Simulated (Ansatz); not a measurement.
# C3H5NO: a ladder of functionals and wavefunction methods

Aim: compute C3H5NO with functionals from several rungs and with coupled cluster. The yardstick is the atomisation energy at the CCSD(T) limit.

Program: Ansatz 0.2.0, Gaussian basis. Level of theory: functionals in def2-TZVPP, the program's frozen cores in correlated methods. These are calculated values, not measurements.

The runs, in order: LDA (SPW92), PBE-D4, revPBE-D4, BLYP-D4, r2SCAN-D4, B97M-V, PBE0-D4, B3LYP-D4, r2SCANh-D4, r2SCAN0-D4, HSE06-D4, BHLYP-D4, CAM-B3LYP-D4, LC-ωPBE, ωB97X-V, ωB97M-V, B2PLYP, PBE-QIDH; CCSD(T)/def2-SVP; CCSD(T)/def2-TZVPP; MP2/def2-QZVPP; extrapolation to the limit; RPA on PBE.

### 1 The geometry

The geometry comes from an earlier relaxation with PBE0-D4 in a triple-zeta def2 set; it is a stationary point, not always the lowest conformer.

10 atoms, charge 0, spin multiplicity 1.

Atoms are counted from 1 here; the program's logs count them from 0.

Bond lengths: N1–C2 1.401 Å, N1–H6 1.010 Å, N1–H7 1.010 Å, C2–C3 1.317 Å, C2–H8 1.083 Å, C3–C4 1.424 Å, C3–O5 1.367 Å, C4–O5 1.460 Å, C4–H9 1.087 Å, C4–H10 1.087 Å. Angles: C2–N1–H6 113.0°, C2–N1–H7 112.9°, H6–N1–H7 109.9°, N1–C2–C3 124.9°, N1–C2–H8 116.4°, C3–C2–H8 118.5°, C2–C3–C4 158.7°, C2–C3–O5 138.1°, C4–C3–O5 63.1°, C3–C4–O5 56.6°, C3–C4–H9 120.5°, C3–C4–H10 120.4°, O5–C4–H9 114.2°, O5–C4–H10 114.2°, H9–C4–H10 116.0°, C3–O5–C4 60.4°.

### 2 LDA

This LDA is Slater exchange with PW92 correlation.

The input, in.yaml:

```yaml
crystal:
  periodic: [false, false, false]
  atoms:
    - {symbol: N, position_ang: [-1.533135, -1.114266, -0.547178]}
    - {symbol: C, position_ang: [-0.540317, -0.696853, 0.348438]}
    - {symbol: C, position_ang: [0.377117, 0.211369, 0.087246]}
    - {symbol: C, position_ang: [1.551891, 0.996965, 0.258468]}
    - {symbol: O, position_ang: [0.712992, 1.053755, -0.934976]}
    - {symbol: H, position_ang: [-2.434717, -1.233357, -0.108723]}
    - {symbol: H, position_ang: [-1.618382, -0.507297, -1.349890]}
    - {symbol: H, position_ang: [-0.492861, -1.222798, 1.293461]}
    - {symbol: H, position_ang: [2.534306, 0.562598, 0.091616]}
    - {symbol: H, position_ang: [1.526108, 1.898783, 0.864637]}
basis:
  gaussian: {orbitals: def2-TZVPP}
hamiltonian: {xc: lda}
output: {orbitals: {seedname: orbitals}}
```

On the command line:

```sh
$ ansatz run in.yaml --threads 2 --pin off --events-out ev --progress --plain --max-ram 4352MiB
```

The runs that follow: PBE-D4 (GGA); revPBE-D4 (GGA); BLYP-D4 (GGA); r2SCAN-D4 (meta-GGA); B97M-V (meta-GGA); PBE0-D4 (hybrid); B3LYP-D4 (hybrid); r2SCANh-D4 (hybrid); r2SCAN0-D4 (hybrid); HSE06-D4 (hybrid); BHLYP-D4 (hybrid); CAM-B3LYP-D4 (range-separated); LC-ωPBE (range-separated); ωB97X-V (range-separated); ωB97M-V (range-separated); B2PLYP (double hybrid); PBE-QIDH (double hybrid); CCSD(T) in def2-SVP; CCSD(T) in def2-TZVPP; MP2 in def2-QZVPP; RPA on PBE orbitals.

Q: Predict the results of all the runs planned. Wanted: atomisation energy, CCSD(T)/CBS; farthest beyond LDA; mean size of error, GGA; mean size of error, meta-GGA; mean size of error, hybrid; mean size of error, range-separated; mean size of error, double hybrid; gap, smallest and largest; T1 diagnostic.

The runs gave:

| quantity | value |
| --- | --- |
| atomisation energy, CCSD(T)/CBS | 41.712 eV |
| functionals within 0.209 eV (0.5 %) | r2SCANh-D4, PBE-QIDH |
| farthest beyond LDA | PBE-D4 (+1.990 eV) |
| mean size of error, GGA | 1.077 eV |
| mean size of error, meta-GGA | 0.272 eV |
| mean size of error, hybrid | 0.672 eV |
| mean size of error, range-separated | 0.325 eV |
| mean size of error, double hybrid | 0.172 eV |
| gap, smallest and largest | 4.53 eV (BLYP-D4), 11.58 eV (LC-ωPBE) |
| T1 diagnostic | 0.0129 |
| triples share of the correlation energy | 4.3 % |

LDA overbinds by 7.742 eV (19 %). PBE-D4 misses by +1.990 eV. Double hybrids carry the basis error of their MP2 part in triple zeta, and no dispersion term here, so their miss is partly the set-up's. By mean error the best rung here is double hybrid (0.172 eV) and the worst beyond LDA is GGA (1.077 eV). The gap between the best rungs is small, so their order is not settled. Misses under about 0.209 eV are within the doubt on the reference itself, which lacks core-valence correlation, relativity and higher excitations. Hartree-Fock recovers 68 % of the binding; the rest is correlation. CCSD(T) in def2-SVP is off by -2.275 eV, so the small basis spoils what the method gains. Orbital gaps span 4.5 to 11.6 eV; exact exchange widens them.
